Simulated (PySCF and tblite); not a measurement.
C4H6O2, numbered as in [O:1]=[C:2]([OH:3])[CH:4]1[CH2:5][CH2:6]1.

Free energies: PBE0-D3(BJ)/def2-TZVP (IEF-PCM, chloroform) on PBE0-D3(BJ)/def2-SVP structures plus GFN2-xTB thermal terms, symmetry and mirror images included. Conformers within 3 kcal/mol (GFN2-xTB free energy) were kept, 8 at most. GIAO shieldings: WP04/pcSseg-1 (IEF-PCM, chloroform). Shifts are against TMS (¹H), TMS (¹³C) at the same level. Codes: tblite and PySCF.

Torsions listed: O1–C2–O3–H3, O3–C2–C4–C5.

| conformer | shape | weight % | dipole D |
| --- | --- | --- | --- |
| 1 | 0°, 147° | 83.8 | 2.01 |
| 2 | 0°, -37° | 16.2 | 2.66 |

Problem. How do the computed shifts compare with measured ones?

Solution. 
```tsv
nucleus	signal	leading conformer	average	measured	medium
¹H	H4	1.64	1.61	1.59	not stated per compound (mostly CDCl3 or CCl4)
¹³C	C4	16.2	16.6	12.7	not stated per compound (mostly CDCl3 or CCl4)
¹³C	C5/C6	15.0	14.8	8.9	not stated per compound (mostly CDCl3 or CCl4)
```

Measured values: Pretsch, Buehlmann, Badertscher, Structure Determination of Organic Compounds, 4th ed. (2009). Mean difference for ¹³C: 4.90 ppm, scatter 1.00 ppm. The computed shifts are unscaled and lack vibrational corrections.
